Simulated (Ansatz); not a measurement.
Rock-salt GdN was calculated with PBE-D3(BJ) (Ansatz, an electronic-structure program, plane waves, PAW).

Settings: plane-wave cutoff 520 eV, 12×12×12 k mesh, Fermi–Dirac smearing 0.01 eV, spin-polarised with parallel moments, scalar-relativistic PAW data made under PBE.

A third-order Birch–Murnaghan fit to the energies gives V0 = 15.049 Å³/atom, B0 = 155 GPa, B′ = 4.2.

```json
[
 {"V (Å³/atom)": "14.146", "P (GPa)": "?"},
 {"V (Å³/atom)": "14.447", "P (GPa)": "6.90"},
 {"V (Å³/atom)": "14.748", "P (GPa)": "3.27"},
 {"V (Å³/atom)": "15.049", "P (GPa)": "-0.01"},
 {"V (Å³/atom)": "15.350", "P (GPa)": "-2.93"},
 {"V (Å³/atom)": "15.651", "P (GPa)": "-5.59"},
 {"V (Å³/atom)": "15.952", "P (GPa)": "?"}
]
```

Task: Estimate the withheld pressures from this fit; the answers are the runs' own values.

Result: 
- 14.146, P (GPa): 10.90
- 15.952, P (GPa): -8.00

The formula P = (3/2) B0 (x^(7/3) − x^(5/3)) [1 + (3/4)(B′ − 4)(x^(2/3) − 1)] with x = V0/V meets the computed pressures within 0.03 GPa when these rounded values are put in.

Measured, for comparison: bulk modulus 192 ± 35 GPa (temperature not stated, not corrected to a static lattice; as tabulated in Doll (2008), arXiv:0801.3152); equilibrium volume per atom 15.38 Å³/atom (temperature not stated, not corrected to a static lattice; as tabulated in Natali et al. (2013), arXiv:1208.2410). Computed (rounded) less measured: bulk modulus -19 %, equilibrium volume per atom -2.1 %.

Note: the 4f shell is treated without U or exact exchange, so its levels and filling can be wrong.

Spin–orbit coupling is not included; it can open a gap where bands touch, and shift volumes and moduli.

The computed numbers hold no vibrational or temperature effects.
